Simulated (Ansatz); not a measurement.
# One shape, several levels: quartet SiH3S

Aim: a comparison of 5 runs (UHF/STO-3G, U-wB97X/STO-3G, UPBE0/STO-3G, UMP2/STO-3G, UCCSD(T)/STO-3G) of quartet SiH3S. 

The calculation is run with Ansatz 0.2.0.

31 further runs of the same task are left out: 31 set aside as unsound or not needed.

### 1 The structure to begin with

The species is SiH3S (5 atoms), meant as a quartet with charge 0. SMILES of the parent species: `[SiH2]S`. The coordinates come from a PBE0-D4/def2-TZVP relaxation. This is one conformer, not always the lowest. That shape belongs to the parent species and isn't relaxed for this state.

Bond lengths: Si1–S2 2.132 Å, Si1–H3 1.492 Å, Si1–H4 1.488 Å, S2–H5 1.344 Å. Angles: Si1–S2–H5 94.7°, S2–Si1–H3 111.4°, S2–Si1–H4 105.0°, H3–Si1–H4 110.5°.

### 2 The energy at UHF/STO-3G (run 1)

input.yaml reads:

```yaml
crystal:
  periodic: [false, false, false]
  atoms:
    - {symbol: Si, position_ang: [-0.096300, -0.694000, -0.309300]}
    - {symbol: S, position_ang: [0.273100, 1.406000, -0.294500]}
    - {symbol: H, position_ang: [-0.094500, -1.256800, 1.073000]}
    - {symbol: H, position_ang: [-1.440300, -0.843200, -0.929900]}
    - {symbol: H, position_ang: [1.407800, 1.314300, 0.419300]}
basis:
  gaussian:
    orbitals: STO-3G
accuracy: high
hamiltonian:
  xc: hf
magnetization:
  spin_polarized: true
  initial_magnetization: 3
```

Run with:

```
$ ansatz run input.yaml --threads 1 --pin off --max-ram 2610MiB --events-out events.jsonl --progress --plain --runs-dir runs
```

Output:

```text
Warning: RAYON_NUM_THREADS=1 ignored (pool sized by the plan → 1); use --threads N
Functional definition: HF
  name "HF"
  exchange = exact_x
  correlation = 0
364 factors; integrals over basis functions are off by at most 2.7e-8 eV
mean field evaluation 1: about -18507.8848 eV, gradient 5.9e0 eV
mean field evaluation 2: about -18507.9652 eV, gradient 5.8e0 eV
mean field evaluation 4: about -18508.7330 eV, gradient 1.5e0 eV
mean field evaluation 8: about -18509.0777 eV, gradient 1.7e-1 eV
mean field evaluation 16: about -18509.0775 eV, gradient 2.4e-8 eV
mean field evaluation 32: about -18508.0120 eV, gradient 2.0e0 eV
mean field -18509.07752079 eV, -680.1960529856 hartree, gradient 2.4e-8 eV, S^2 3.762809; 1 other end points of the search recorded, 0 dependent functions left out
reference -18509.07752079 eV, -680.1960529856 hartree; 18, 15 occupied and 3, 6 virtual orbitals, 364 factors
Total energy: -18509.07752079 eV, -680.1960529856 hartree
```

It took 0.18 s on 1 thread of Intel Xeon Platinum 8488C (Sapphire Rapids), shared host.

### 3 A single-point energy at U-wB97X/STO-3G (run 2)

molecule.yaml reads:

```yaml
crystal:
  periodic: [false, false, false]
  atoms:
    - {symbol: Si, position_ang: [-0.096300, -0.694000, -0.309300]}
    - {symbol: S, position_ang: [0.273100, 1.406000, -0.294500]}
    - {symbol: H, position_ang: [-0.094500, -1.256800, 1.073000]}
    - {symbol: H, position_ang: [-1.440300, -0.843200, -0.929900]}
    - {symbol: H, position_ang: [1.407800, 1.314300, 0.419300]}
basis:
  gaussian: {orbitals: STO-3G}
magnetization: {spin_polarized: true, initial_magnetization: 3}
hamiltonian: {xc: {name: wB97X}}
accuracy: high
```

Run with:

```
$ ansatz run molecule.yaml --threads 1 --pin off --max-ram 2610MiB --events-out events.jsonl --progress --plain --runs-dir runs
```

Output, cut to the lines that bear on the results:

```text
Warning: RAYON_NUM_THREADS=1 ignored (pool sized by the plan → 1); use --threads N
Functional definition: wB97X
  name "wB97X"
[...]
      + exact_x_lr(omega)
[...]
      + integral(e_c_pw_opposite_spin*poly(b97_u_opposite, 1, cos1, cos2, cos3, cos4))
364 factors; integrals over basis functions are off by at most 2.7e-8 eV
145 factors; integrals over basis functions are off by at most 9.9e-10 eV
[...]
mean field -18540.39896322 eV, -681.3470947646 hartree, gradient 4.5e-8 eV, S^2 3.754210; 2 other end points of the search recorded, 0 dependent functions left out
reference -18540.39896175 eV, -681.3470947104 hartree; 18, 15 occupied and 3, 6 virtual orbitals, 364 factors
Total energy: -18540.39896175 eV, -681.3470947104 hartree
```

It took 8.1 s on 1 thread of Intel Xeon Platinum 8488C (Sapphire Rapids), shared host; peak memory 0.43 GiB.

Runs 3 to 4 aren't shown in full; the table further down has their settings and results.

### 4 The energy at UCCSD(T)/STO-3G (run 5)

job.yaml reads:

```yaml
crystal:
  periodic: [false, false, false]
  atoms:
    - {symbol: Si, position_ang: [-0.096300, -0.694000, -0.309300]}
    - {symbol: S, position_ang: [0.273100, 1.406000, -0.294500]}
    - {symbol: H, position_ang: [-0.094500, -1.256800, 1.073000]}
    - {symbol: H, position_ang: [-1.440300, -0.843200, -0.929900]}
    - {symbol: H, position_ang: [1.407800, 1.314300, 0.419300]}
basis:
  gaussian: {orbitals: STO-3G}
magnetization: {spin_polarized: true, initial_magnetization: 3}
correlation: {method: ccsd_t, frozen_orbitals: {H: 0, S: 5, Si: 5}}
accuracy: high
scf: {omitted_lower_state_checks: [cluster_reference, increment]}
```

Run with:

```
$ ansatz run job.yaml --threads 1 --pin off --max-ram 2610MiB --events-out events.jsonl --progress --plain --runs-dir runs
```

Output:

```text
Warning: RAYON_NUM_THREADS=1 ignored (pool sized by the plan → 1); use --threads N
[... 12 lines left out ...]
10 core orbitals not correlated: weight in the atoms' cores, before any rotation towards them, 1.000 or more for the frozen orbitals, at most 0.000 for the correlated occupied ones
[... 36 lines left out ...]
Total energy: -18510.80789079 eV, -680.2596429102 hartree
Checks for a lower state left out: cluster_reference, increment
```

Run time: 0.28 s. Hardware: 1 thread of Intel Xeon Platinum 8488C (Sapphire Rapids), shared host.

### 5 Overview of the runs

| run | level | frozen core orbitals | energy (Eh) | ⟨S²⟩ | wall time |
| --- | --- | --- | --- | --- | --- |
| 1 | UHF/STO-3G | – | -680.196053 | 3.763 | 0.18 s |
| 2 | U-wB97X/STO-3G | – | -681.347095 | 3.754 | 8.1 s |
| 3 | UPBE0/STO-3G | – | -681.109374 | 3.753 | 1.6 s |
| 4 | UMP2/STO-3G | 10 | -680.236277 | 3.763 | 0.18 s |
| 5 | UCCSD(T)/STO-3G | 10 | -680.259643 | 3.763 | 0.28 s |

### 6 Outcome

| quantity | value |
| --- | --- |
| run 5: total energy | -680.25964 Eh |
| run 5: correlation energy (10 core orbitals frozen) | -63.6 mEh |
| run 5: (T) correction | -0.35 mEh |
| run 5: ⟨S²⟩ of the reference determinant | 3.763 |
| run 5: T1 diagnostic | 0.011 |

In words: Below the UHF energy at the same shape and in the same basis (STO-3G): UMP2 -40.2 mEh; UCCSD(T) -63.6 mEh. Totals of different functionals can't be ranked against each other. In runs 1, 2, 3, 4, 5 the basis is minimal, so the values are rough. All runs together took 10 s, the longest 8.1 s.
